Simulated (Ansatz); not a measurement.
**Reading a saddle point**

A first-order saddle point of SiH2F2, singlet, PBE0-D4/def2-TZVP, with one imaginary mode of 1518i cm⁻¹:

```
5
angstrom
Si -0.2330 -0.2736 0.3794
H 0.7714 0.1458 -1.0025
H 0.6952 -0.9903 -0.5289
F -1.5939 0.2952 -0.2143
F 0.3603 0.8229 1.3663
```

Program: Ansatz 0.2.0. Basis: def2-TZVPP and def2-QZVPP. Cores are frozen in the correlated methods. Extrapolation: Hartree–Fock as exp(−7.88 √X), correlation as X^−2.97.

Problem. Which contacts change along the imaginary mode, and what lies on either side? (A judgement: the text doesn't fix the answer.)

Solution. Computed: The step is SiH₂F₂ ([F][SiH2][F]) → SiF₂ + H₂, with the molecules in contact on both sides. Shortening one way: H2–H3; lengthening the same way: Si1–H2, Si1–H3.
```tsv
pair	one side (Å)	saddle (Å)	other side (Å)
H2–H3	2.48	1.23	0.75
Si1–H2	1.47	1.76	3.23
Si1–H3	1.47	1.48	3.28
```

Problem. Which side is lower, and how far does the saddle lie above each? (To be estimated.)

Solution. The calculation gives: The side with Si1–H2, Si1–H3 short is lower by 38.18 kcal/mol; the saddle lies 87.92 kcal/mol above it and 49.74 kcal/mol above the other (CCSD(T) at an estimated basis limit (MP2 extrapolated from triple and quadruple zeta, plus CCSD(T) − MP2 in triple zeta); electronic energies).

No T1 diagnostic of these runs exceeds 0.016. The restricted Hartree–Fock reference is unstable towards an unrestricted one at one or more of these structures. A large double-excitation amplitude points to some diradical character; no triplet was computed. The end structure is not quite a true minimum (one mode of 62i cm⁻¹).

Losses and insertions of silylenes and their heavier kin drive the gas-phase chemistry of silicon and germanium vapour deposition.

Labels in which every atom is bracketed show which atoms are joined, not bond orders.

For scale, one of the runs: CCSD(T)/def2-TZVPP, 132 basis functions, launched by `ansatz run in.yaml --threads 2 --pin off --events-out ev --progress --plain --max-ram 4352MiB`. Time: 6.5 s of wall clock on 2 CPU threads of an Intel Xeon 6975P-C; the host was shared. Peak host memory: 0.77 GiB.
